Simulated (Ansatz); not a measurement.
One change: `CCCC(O)CC` becomes `CCCO`.

Ansatz, PBE0-D4/def2-TZVP geometries, multiplicity 1. Each molecule was computed in one conformer, which needn't be the lowest.

```
                                      property  `CCCC(O)CC`
           LUMO energy (B3LYP/def2-TZVPP) / eV         0.61
           HOMO–LUMO gap (PBE/def2-TZVPP) / eV         6.23
            HOMO energy (PBE0/def2-TZVPP) / eV        -7.70
             HOMO energy (PBE/def2-TZVPP) / eV        -6.10
size of the dipole moment (PBE/def2-TZVPP) / D         1.37
         HOMO energy (ωB97M-V/def2-TZVPP) / eV       -10.11
```

Task: Give the same properties after the change, and the shifts. (Estimate.)

Result: Computed: 
```
                                      property  `CCCO`  shift
           LUMO energy (B3LYP/def2-TZVPP) / eV    0.72   0.11
           HOMO–LUMO gap (PBE/def2-TZVPP) / eV    6.36   0.13
            HOMO energy (PBE0/def2-TZVPP) / eV   -7.77  -0.07
             HOMO energy (PBE/def2-TZVPP) / eV   -6.11  -0.01
size of the dipole moment (PBE/def2-TZVPP) / D    1.60   0.23
         HOMO energy (ωB97M-V/def2-TZVPP) / eV  -10.22  -0.11
```

With PBE0 the HOMO falls by 0.07 eV and the LUMO rises by 0.13 eV, so the gap widens by about 0.20 eV. PBE moves the HOMO by -0.01 eV and ωB97M-V by -0.11 eV. Dipoles are sizes alone; their direction can turn.

Positive LUMOs are unbound, so they and the gaps depend on the basis.

B3LYP here is the variant with VWN-RPA as its local correlation; programs differ in this.
